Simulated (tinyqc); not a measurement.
Hueckel theory of the pi electrons, for the molecule c1cocn1 (SMILES; centres numbered as the heavy atoms are written), step by step. Computed by tinyqc, a small Python program that keeps every step. Settings: charge = 0. Command: `OMP_NUM_THREADS=1 python tinyqc.py 21371 21372 out.jsonl` (the two numbers bound the seeds that draw the settings). One thread of a shared host (Intel(R) Xeon(R) Processor @ 2.60GHz), about 0.01 s of CPU time with the checks.

## The Hueckel matrix

Centres:
```
centre,"z_r, pi electrons of the neutral centre",h
1C,1,0.000000
2C,1,0.000000
3O,2,1.940000
4C,1,0.000000
5N,1,0.430000
```

Bonds:
```
i,j,k
1,2,1
2,3,0.810000
3,4,0.810000
4,5,1
5,1,1
```

H_rr = alpha + h_r beta, H_rs = k_rs beta for bonded centres.

Hueckel matrix in units of beta (H = alpha + beta A), lower triangle:
```
,1C,2C,3O,4C,5N
1C,0.000000
2C,1.000000,0.000000
3O,0.000000,0.810000,1.940000
4C,0.000000,0.000000,0.810000,0.000000
5N,1.000000,0.000000,0.000000,1.000000,0.430000
```

## Orbitals

pi electrons, sum of z_r less the charge = 6

Diagonalise; E = alpha + x beta with beta < 0, so the largest x are filled first; degenerate levels share their electrons. P = sum n_i c_ri c_si; each orbital has its largest coefficient positive (the first on a tie).

x values: 2.626765  1.476378  0.668999  -0.917689  -1.484453

occupations: 2.000000  2.000000  2.000000  0.000000  0.000000

coefficients:
```
,MO1,MO2,MO3,MO4,MO5
1C,0.226913,0.514679,0.463570,-0.212899,0.650686
2C,0.334486,0.083527,0.625905,0.531651,-0.454677
3O,0.804572,-0.483162,-0.055358,-0.339496,0.029952
4C,0.347677,0.193021,-0.539041,0.666095,0.328050
5N,0.261562,0.676333,-0.315777,-0.336276,-0.511236
```

charge and bond-order matrix P, lower triangle:
```
,1C,2C,3O,4C,5N
1C,1.062563
2C,0.818081,1.021231
3O,-0.183535,0.388224,1.767691
4C,-0.143294,-0.409946,0.432622,0.897402
5N,0.522122,-0.107331,-0.197704,0.783405,1.251113
```

## Energy, charges, bond orders

E = sum n x; q_r = z_r - P_rr; bond order p = P_rs; free valence = sqrt(3) - sum of p over the bonds of the atom.

pi energy = 6 alpha + this times beta = 9.544284

pi charges: 1C -0.062563, 2C -0.021231, 3O 0.232309, 4C 0.102598, 5N -0.251113

Bond orders and lengths from R = 1.517 - 0.180 p (angstrom, C-C alone):
```
bond,p,R
1-2,0.818081,1.369745
2-3,0.388224,-
3-4,0.432622,-
4-5,0.783405,-
5-1,0.522122,-
```

free valence of the carbons: 1C 0.391848, 2C 0.525747, 4C 0.516024

gap between the highest filled and the next level = 1.586688 |beta|
